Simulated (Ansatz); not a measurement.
What a trial cell of Ga₂As₃ relaxes into

All numbers below come from Ansatz 0.2.0, DFT PBE, scalar-relativistic, plane waves, PAW. Cutoff 420 eV, Γ-centred k mesh, Gaussian smearing, no spin polarisation in the final step.

The start puts Ga₂As₃ on the tetradymite structure type (R-3m, No. 166), with Ga in place of Bi, As in place of Te, at a guessed volume.

```xyz
5
Lattice="1.8332 1.0584 8.4980 -1.8332 1.0584 8.4980 0.0000 -2.1169 8.4980" Properties=species:S:1:pos:R:3 pbc="T T T"
Ga    0.0000    0.0000   10.1977
Ga    0.0000    0.0000   15.2965
As    0.0000    0.0000    0.0000
As    0.0000    0.0000    5.3410
As    0.0000    0.0000   20.1531
```

Steps on the 6×6×6 mesh (5 atoms). 8 of 8 steps are shown, and the free energy counts from the last. Trial steps that were taken back and renewals of the plane-wave basis can be among the rows.

```csv
step,ΔF (meV/atom),V (Å³/atom),P (GPa),largest force component (eV/Å)
1,137.4,19.79,1.03,0.688
2,78.3,19.47,1.52,0.598
3,35.1,19.41,2.59,0.762
4,10.2,20.75,-1.09,0.073
5,8.6,20.04,1.89,0.371
6,0.6,20.53,-0.09,0.094
7,0.3,20.54,0.02,0.003
8,0.0,20.54,0.03,0.003
```

A final relaxation ran on a 12×12×12 mesh. The relaxed crystal, R-3m (No. 166):

Space group R-3m:H (No. 166). a = 3.853 Å, b = 3.853 Å, c = 24.228 Å, α = 90.00°, β = 90.00°, γ = 120.00°
| atom | site | symmetry | x | y | z |
| --- | --- | --- | --- | --- | --- |
| Ga | 6c | 3m | 0.6667 | 0.3333 | 0.7256 |
| As | 3a | -3m | 0.0000 | 0.0000 | 0.0000 |
| As | 6c | 3m | 0.3333 | 0.6667 | 0.8615 |

| Item | Value |
| --- | --- |
| Volume per atom | 20.76 Å³ |
| Density | 5.83 g/cm³ |
| Energy over the elements | -0.03 eV/atom |
| Gap on the 12×12×12 mesh | 0 eV (a metal) |

Energies over the elements count from the elements' standard structures at the same level, with no empirical corrections.

The final run used a 12×12×12 mesh on its 5-atom cell and 0.10 eV smearing. The k mesh leaves about 4 meV/atom of noise in metals.

A structure relaxed within its symmetry needn't be a true minimum.

Cost: 3 runs of about 2.9 core-minutes in all, on Intel Xeon 6975P-C (Granite Rapids) (shared hosts).